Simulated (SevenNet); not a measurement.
# bcc Fe

Computed with the machine-learned potential SevenNet-l3i5 (trained on PBE and PBE+U data).

Cell (relaxed at this level):

```cif
data_Fe2
_chemical_formula_sum 'Fe2'
_space_group_name_H-M_alt 'Im-3m'
_space_group_IT_number 229
_space_group_name_Hall '-I 4 2 3'
_cell_length_a 2.84252
_cell_length_b 2.84252
_cell_length_c 2.84252
_cell_angle_alpha 90.000
_cell_angle_beta 90.000
_cell_angle_gamma 90.000
loop_
_atom_site_label
_atom_site_type_symbol
_atom_site_symmetry_multiplicity
_atom_site_Wyckoff_symbol
_atom_site_fract_x
_atom_site_fract_y
_atom_site_fract_z
_atom_site_occupancy
Fe1 Fe 2 a 0.00000 0.00000 0.00000 1
```
(The calculation used a cell of 1 atom; values per cell refer to that cell.)

| Quantity | Value |
|---|---|
| vacancy formation energy | 1.24 eV |

Measured, for comparison: vacancy formation energy 2 ± 0.2 eV (no zero-point or thermal correction, monovacancy, our sources range from 1.53 to 2.00; as tabulated in Nandi et al. (2010), arXiv:0904.3859). Computed (rounded) less measured: vacancy formation energy not scored (sources differ).

A machine-learned potential is trained on density-functional data: it inherits that level's misses and adds fitting errors of its own.
